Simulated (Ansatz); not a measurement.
Worked example: H3Ge–BH2⁺, doublet against H₃Ge–BH₂, triplet

Geometry (PBE0/def2-TZVP stationary point of a triplet), kept for both states (H3Ge–BH2, triplet: A'; H3Ge–BH2⁺, doublet: A'):

```tsv
atom	x (Å)	y (Å)	z (Å)
Ge	-0.0092	0.0000	0.3056
B	0.1338	0.0000	-1.8952
H	0.7100	-1.2821	0.7492
H	0.7100	1.2821	0.7492
H	-1.4876	0.0000	0.7272
H	-0.3540	-1.0970	-1.9610
H	-0.3540	1.0970	-1.9610
```

Basis cc-pVTZ; Ansatz 0.2.0. Correlated methods freeze the noble-gas cores and the filled d shells of p-block atoms. R marks a restricted (for open shells ROHF) determinant, U an unrestricted one. No spin–orbit coupling is included, and no scalar relativity.

Full CI isn't at hand for all of this; UCCSDT(Q) serves as the reference, and is uncertain by about the last step of the cluster series.

```json
{"level": "UHF", "E(H3Ge–BH2, triplet) (hartree)": "-2102.874111", "E(H3Ge–BH2⁺, doublet) (hartree)": "-2102.601146"}
{"level": "UMP2", "E(H3Ge–BH2, triplet) (hartree)": "-2103.088991", "E(H3Ge–BH2⁺, doublet) (hartree)": "-2102.798847"}
{"level": "UCCSD(T)", "E(H3Ge–BH2, triplet) (hartree)": "-2103.138012", "E(H3Ge–BH2⁺, doublet) (hartree)": "-2102.846994"}
{"level": "PBE", "E(H3Ge–BH2, triplet) (hartree)": "-2104.379208", "E(H3Ge–BH2⁺, doublet) (hartree)": "-2104.087627"}
{"level": "B3LYP", "E(H3Ge–BH2, triplet) (hartree)": "-2104.808595", "E(H3Ge–BH2⁺, doublet) (hartree)": "-2104.518374"}
{"level": "UCCSDT(Q)", "E(H3Ge–BH2, triplet) (hartree)": "-2103.139564", "E(H3Ge–BH2⁺, doublet) (hartree)": "-2102.848448"}
```

Question: Give the vertical gap, H3Ge–BH2⁺ doublet less H3Ge–BH2 triplet, at each level in eV (1 hartree = 27.2114 eV), and each error against UCCSDT(Q).

Answer: UCCSDT(Q): (-2102.848448 − (-2103.139564)) × 27.2114 = 7.922 eV (the reference)
B3LYP: (-2104.518374 − (-2104.808595)) × 27.2114 = 7.897 eV, error -0.025 eV
PBE: (-2104.087627 − (-2104.379208)) × 27.2114 = 7.934 eV, error 0.012 eV
UCCSD(T): (-2102.846994 − (-2103.138012)) × 27.2114 = 7.919 eV, error -0.003 eV
UMP2: (-2102.798847 − (-2103.088991)) × 27.2114 = 7.895 eV, error -0.027 eV
UHF: (-2102.601146 − (-2102.874111)) × 27.2114 = 7.428 eV, error -0.494 eV

Total energies of functionals can't be set beside those of wave-function methods, since they hold the core's correlation and their own absolute errors; only the differences compare.

The reference still carries a basis error, for a change of charge of the order of 0.1 eV, so smaller errors of functionals can't be ranked.

Each level lands on the state that its own search finds. T1 diagnostics of restricted CCSD: 0.019 and 0.022.
